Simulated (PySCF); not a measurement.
Species: s-BuOH, C4H10O.
SMILES with atom numbers: `[CH3:1][CH2:2][C@H:3]([CH3:4])[OH:5]` (hydrogens: H6, H7, H8 on C1; H9, H10 on C2; H11 on C3; H12, H13, H14 on C4; H15 on O5)

Computed geometry: GFN2-xTB, gas phase.

(1) List the bond lengths, angles and torsions at this level.

Results:

(1) 
```
                  bond  length (pm)   order
                 C1–C2        152.3  single
                 C2–C3        153.5  single
                 C3–C4        152.9  single
                 C3–O5        141.4  single
   C1–H6, C1–H7, C1–H8        108.7  single
                 C2–H9        109.3  single
                C2–H10        109.4  single
                C3–H11        109.6  single
C4–H12, C4–H13, C4–H14        108.8  single
                O5–H15         96.4  single
```

Bonds in one row agree within 1 pm and their mean is given. Orders are formal, as drawn. A selection of angles:
```
     angle  degrees
  C2–C1–H6    110.1
  C2–C1–H8    111.2
  H6–C1–H7    108.4
  H7–C1–H8    108.5
  C1–C2–C3    113.4
  C1–C2–H9    109.3
 C1–C2–H10    109.6
  C3–C2–H9    107.6
 C3–C2–H10    109.0
 H9–C2–H10    107.8
  C2–C3–C4    112.2
  C2–C3–O5    110.5
 C2–C3–H11    109.3
  C4–C3–O5    110.8
 C4–C3–H11    109.5
 O5–C3–H11    104.2
 C3–C4–H12    110.7
 C3–C4–H13    110.4
H12–C4–H13    108.8
 C3–O5–H15    108.3
```

Torsions: C1–C2–C3–C4 -68° (synclinal); H15–O5–C3–C2 64° (synclinal).

Of the pairs four or more bonds apart, H8···H12 is among the closest relative to their van der Waals radii: 2.33 Å, 97 % of the sum of Bondi's values. O5 (alcohol oxygen) is bent (angle 108.3°).

Point group: C1 (no symmetry element, even within 0.4 Å). GFN2-xTB frequencies: not computed here. One conformer, not necessarily the lowest (C1–C2–C3–C4 -68°, C2–C3–O5–H 64°).
